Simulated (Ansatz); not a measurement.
Input file:

```yaml
crystal:
  periodic: [false, false, false]
  atoms:
    - {symbol: Si, position_ang: [0.000000, 0.028764, 0.511008]}
    - {symbol: B, position_ang: [0.000000, -0.129527, -1.361590]}
    - {symbol: H, position_ang: [0.000000, 1.263163, 1.346633]}
    - {symbol: H, position_ang: [0.000000, -1.163262, 1.392206]}
    - {symbol: H, position_ang: [0.000000, 0.487893, -2.373513]}
basis:
  gaussian: {orbitals: cc-pVDZ}
magnetization: {spin_polarized: true, initial_magnetization: 4}
hamiltonian: {xc: {name: r2SCANh}}
```

```sh
$ ansatz run in.yaml --threads 1 --pin off --events-out ev --progress --plain --max-ram 2393MiB
```

Q: Roughly how long does this take on 1 thread of Arm Neoverse V1, shared host, and how much host memory?

A: 3.4 s wall and 0.17 GiB.

```
446 factors; integrals over basis functions are off by at most 1.2e-3 eV
mean field evaluation 1: about -8589.2082 eV, gradient 1.5e1 eV
mean field evaluation 2: about -8575.3537 eV, gradient 3.5e1 eV
mean field evaluation 4: about -8591.7419 eV, gradient 3.7e0 eV
mean field evaluation 8: about -8591.9738 eV, gradient 3.0e-1 eV
mean field evaluation 16: about -8591.9762 eV, gradient 7.4e-4 eV
mean field -8591.97622312 eV, -315.7493023490 hartree, gradient 6.2e-5 eV, S^2 6.009737; 2 other end points of the search recorded, 0 dependent functions left out
reference -8591.97623286 eV, -315.7493027069 hartree; 13, 9 occupied and 34, 38 virtual orbitals, 446 factors
Total energy: -8591.97623286 eV, -315.7493027069 hartree
```
